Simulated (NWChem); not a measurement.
**A calculation on methanol (CH₄O)**

SMILES: CO
```xyz
6

C      0.6125    -0.2314     0.0000
O     -0.6650     0.3583     0.0000
H      0.8066    -0.8558     0.8960
H      1.3548     0.5819     0.0000
H      0.8066    -0.8558    -0.8960
H     -1.3230    -0.3478     0.0000
```
Charge 0, spin multiplicity 1.

Program: NWChem. The geometry was optimised at B3LYP/def2-SVP, a minimum by its harmonic frequencies.

The correlated methods keep 2 core orbitals frozen.

Worked example. A B2PLYP run in 3-21G ends its self-consistent part (53 % exact exchange, 47 % B88, 73 % LYP) at -114.84157 Ha, and second-order perturbation theory on those orbitals gives -0.25878 Ha unscaled.

The perturbative term enters with the weight 0.27: -114.84157 + 0.27·(-0.25878) = -114.91144 Ha is the total energy.
